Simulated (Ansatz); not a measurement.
Equilibrium volume per atom of some transition metals, all hcp

Method: revPBE (Ansatz, a quantum-chemistry and plane-wave program, PAW). References are measured values corrected to a static lattice.

Values in Å³/atom.

| solid | reference | revPBE | error (%) |
|---|---|---|---|
| hcp Os | 13.85¶ | 14.38 | +3.8 |
| hcp Y | 32.95¶ | 33.79 | +2.5 |
| hcp Re | 14.62¶ | ? | ? |
| hcp Hf | 22.30¶ | 22.97 | +3.0 |
| hcp Sc | 24.77¶ | 25.36 | +2.4 |
| hcp Zr | 23.18¶ | 23.80 | +2.7 |
| hcp Ru | 13.45¶ | 13.91 | +3.4 |
| hcp Co | 10.96¶ | 11.08 | +1.1 |
| hcp Ti | 17.50¶ | 17.76 | +1.5 |

Task: Estimate the withheld revPBE value.

Result: The errors of the other rows run from +1.1 % to +3.8 %, with a median of +2.6 %; carried to the reference 14.62 it gives 15.00 Å³/atom. The run gives 15.06 Å³/atom (+3.0 %), +0.4 % from the estimate; the row was drawn at random, and such an estimate is rough. Over these 9 solids the mean error is +2.6 %, the mean absolute error 2.6 % (median 2.7 %), and the worst case hcp Os at +3.8 %; the value is above the reference in 9 of 9 cases.

All these references are brought to a static lattice.

Spin–orbit coupling is left out, also for the solids with elements from indium on (hcp Os, hcp Re, hcp Hf); its size isn't shown.

¶ marks references of a special kind: hcp Os, 13.85 Å³/atom (measured, copied from a table, unchecked, extrapolated to 0 K and zero-point effects removed; as tabulated in Lejaeghere et al. (2013), arXiv:1204.2733); hcp Y, 32.95 Å³/atom (measured, copied from a table, unchecked, extrapolated to 0 K and zero-point effects removed; as tabulated in Lejaeghere et al. (2013), arXiv:1204.2733); hcp Re, 14.62 Å³/atom (measured, copied from a table, unchecked, extrapolated to 0 K and zero-point effects removed; as tabulated in Lejaeghere et al. (2013), arXiv:1204.2733); hcp Hf, 22.30 Å³/atom (measured, copied from a table, unchecked, extrapolated to 0 K and zero-point effects removed; as tabulated in Lejaeghere et al. (2013), arXiv:1204.2733); hcp Sc, 24.77 Å³/atom (measured, copied from a table, unchecked, extrapolated to 0 K and zero-point effects removed; as tabulated in Lejaeghere et al. (2013), arXiv:1204.2733); hcp Zr, 23.18 Å³/atom (measured, copied from a table, unchecked, extrapolated to 0 K and zero-point effects removed; as tabulated in Lejaeghere et al. (2013), arXiv:1204.2733); hcp Ru, 13.45 Å³/atom (measured, copied from a table, unchecked, extrapolated to 0 K and zero-point effects removed; as tabulated in Lejaeghere et al. (2013), arXiv:1204.2733); hcp Co, 10.96 Å³/atom (measured, copied from a table, unchecked, extrapolated to 0 K and zero-point effects removed; as tabulated in Lejaeghere et al. (2013), arXiv:1204.2733); hcp Ti, 17.50 Å³/atom (measured, copied from a table, unchecked, extrapolated to 0 K and zero-point effects removed; as tabulated in Lejaeghere et al. (2013), arXiv:1204.2733).

Differences are worked out from the printed values.

Ansatz's density-functional and Hartree–Fock values are scalar-relativistic unless marked +SOC, with PAW data made under PBE.

Ansatz's runs of these crystals have no spin polarisation, but for hcp Co.

Density-functional runs with spin start from parallel moments for hcp Co.

Of the class's solids with a reference value and a result at some level, none was set aside. Solids without a released value at any level aren't counted. Cubic solids are told by their lattice constant and aren't counted here. Layered and molecular crystals are counted apart. The metals Ce to Yb are counted apart.

References as tabulated in Lejaeghere et al. (2013), arXiv:1204.2733.
